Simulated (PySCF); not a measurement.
All values below come from r2SCAN-D4/def2-TZVP // r2SCAN-D4/def2-SVP (PySCF). All species are isolated molecules in the gas phase. 

Reference species (SMILES): `[OH]` (neutral, multiplicity 2).

The dipole moment is 1.76 D and the highest occupied spin orbital is -7.57 eV.

Changed species: `C[O]` (free radical OCH3; the reference has free radical OH).

Predict the effect on the dipole moment and highest occupied spin orbital.

the dipole moment goes up by 0.26 D, to 2.02 D; the highest occupied spin orbital goes up by 1.22 eV, to -6.35 eV.
